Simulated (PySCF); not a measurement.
Neon: a sound run and one with changed settings

Sound run: Ne [Ne], Ne⁺ [He] 2s2 2p5. Computed with PySCF 2.14 in aug-cc-pVDZ, with the non-relativistic Hamiltonian (point nucleus). In the sound run the correlated levels freeze 1s2. The sound run starts from symmetry-adapted Hartree-Fock orbitals and uses a fine grid where one is needed.

Changed run: a valence shell is frozen. This setting is unsound on purpose.

```json
{"species": "Ne", "method": "MP2", "sound run (hartree)": "-128.70322", "changed run (hartree)": "-128.65436", "converged": "yes"}
{"species": "Ne", "method": "CCSD(T)", "sound run (hartree)": "-128.70929", "changed run (hartree)": "-128.65885", "converged": "yes"}
{"species": "Ne⁺", "method": "MP2", "sound run (hartree)": "-127.90903", "changed run (hartree)": "-127.85953", "converged": "yes"}
{"species": "Ne⁺", "method": "CCSD(T)", "sound run (hartree)": "-127.92208", "changed run (hartree)": "-127.86685", "converged": "yes"}
```

Ionisation energy of Ne:

| method | sound run (eV) | changed run (eV) |
| --- | --- | --- |
| UHF | 19.850 | 19.850 |
| MP2 | 21.611 | 21.628 |
| SCS-MP2 | 21.466 | 21.527 |
| CCSD | 21.390 | 21.516 |
| CCSD(T) | 21.421 | 21.551 |

Freezing a valence shell removes pair correlation that changes on ionisation.

For comparison, NIST gives 21.565 eV between the lowest levels.
